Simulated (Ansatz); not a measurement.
Molecule: C₂H₄Cl, charge 0, multiplicity 2. It need not be the lowest isomer of its formula. SMILES: C[CH]Cl
Coordinates optimised at B3LYP-D3(BJ)/def2-TZVP (Ansatz, a first-principles code):
```xyz
7

C      0.0564     0.7313    -0.1308
C      1.5231     0.6764     0.0481
Cl    -0.8683    -0.7044     0.0493
H     -0.4610     1.5395    -0.6239
H      1.9378     1.6857     0.0383
H      1.7926     0.1987     0.9939
H      2.0151     0.1039    -0.7502
```
Charge 0, spin multiplicity 2.

Computed values are from Ansatz. Correlated levels leave the core frozen unless marked. Open shells are spin-unrestricted. No spin-orbit coupling. No relativistic terms. CBS(X,Y): correlation extrapolated as X^-3; Hartree-Fock from the larger set. [CCSD(T)-MP2]/basis is that difference in the basis named.

```json
{
  "atomisation energy De": "2453.4 kJ/mol at RI-MP2/CBS(cc-pV(T+d)Z,cc-pV(Q+d)Z)+[CCSD(T)-MP2]/cc-pV(T+d)Z",
  "total_energy": "-538.2233 Eh at RI-MP2/CBS(cc-pV(T+d)Z,cc-pV(Q+d)Z)+[CCSD(T)-MP2]/cc-pV(T+d)Z",
  "dipole_moment": "1.52 D at CCSD(T)/aug-cc-pV(D+d)Z",
  "T1 diagnostic": "0.014 at CCSD/cc-pV(T+d)Z"
}
```
